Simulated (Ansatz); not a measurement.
Calculation: frozen-core CCSD(T)/cc-pVTZ // B3LYP-D3(BJ)/def2-TZVP in Ansatz (a program for electronic structure).

Ansatz 0.2 input:
```yaml
crystal:
  periodic: [false, false, false]
  atoms:
    - { symbol: F, position_ang: [1.155272, 0.621646, -0.122983] }
    - { symbol: C, position_ang: [-0.006184, -0.077865, 0.004311] }
    - { symbol: F, position_ang: [-1.041932, 0.805398, 0.04397] }
    - { symbol: H, position_ang: [0.019132, -0.630094, 0.945285] }
    - { symbol: H, position_ang: [-0.126288, -0.719086, -0.870583] }
basis:
  gaussian: { orbitals: cc-pVTZ }
correlation:
  method: ccsd_t
```

Output:

```
Functional definition: HF
706 factors; integrals over basis functions are off by at most 9.6e-4 eV
mean field evaluation 1: about -6474.5871 eV, gradient 2.9e1 eV
mean field evaluation 2: about -6474.5912 eV, gradient 2.9e1 eV
mean field evaluation 4: about -6476.1355 eV, gradient 2.4e0 eV
mean field evaluation 8: about -6476.1536 eV, gradient 9.9e-5 eV
mean field evaluation 16: about -6476.1527 eV, gradient 4.8e-1 eV
mean field -6476.15360602 eV, -237.9942553267 hartree, gradient 1.5e-6 eV, S^2 0.000000; 0 other end points of the search recorded, 0 dependent functions left out
3 core orbitals not correlated
reference -6476.15360602 eV, -237.9942553267 hartree; 10, 10 occupied and 105, 105 virtual orbitals, 706 factors
second order -18.32895190 eV of doubles, -0.00000000 eV of singles
cycle   1  -18.18321300 eV  change    1.5e-1 eV  update   7.8e-2
cycle   2  -18.54724356 eV  change   -3.6e-1 eV  update   2.2e-2
cycle   3  -18.62922723 eV  change   -8.2e-2 eV  update   1.0e-2
cycle   4  -18.61716637 eV  change    1.2e-2 eV  update   2.0e-3
cycle   5  -18.61701194 eV  change    1.5e-4 eV  update   9.8e-4
cycle   6  -18.61788402 eV  change   -8.7e-4 eV  update   2.8e-4
cycle   7  -18.61767636 eV  change    2.1e-4 eV  update   1.1e-4
cycle   8  -18.61764449 eV  change    3.2e-5 eV  update   2.3e-5
cycle   9  -18.61764992 eV  change   -5.4e-6 eV  update   7.8e-6
perturbative correction -0.56522449 eV, -0.0207716167 hartree
Total energy: -6495.33648043 eV, -238.6992129585 hartree
```

Cost: very roughly 4 core-seconds.
